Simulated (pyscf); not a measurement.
Elementary routes open to H₃C–C(CH₃)=N• in the gas phase (doublet surface):
A. •H₂C–C(CH₃)=NH (C–H broken; H–N formed)
B. H₃C–C≡N + CH₃• (C–C broken; none formed)

Single points on ωB97X-D3(BJ)/def2-SVP structures (PySCF, gas phase).

Question: Rank the routes by free-energy barrier at 1200 K, lowest first, for ωB97M-D3(BJ)/def2-TZVP energies (ideal gas, 1 atm, RRHO with modes under 100 cm⁻¹ raised to 100, one conformer, R ln 2 for chiral ones without a mode under 150 cm⁻¹).

Answer: B (20.4 kcal/mol), A (45.3 kcal/mol)

Route B is the fastest of these, ahead of the next by 25.0 kcal/mol. The most stable products are those of B (ΔG = -24.8 kcal/mol), so kinetics and thermodynamics agree. At 298 K B is still the fastest. Only these routes are compared; each barrier is that of the saddle found, and lower ones may exist.
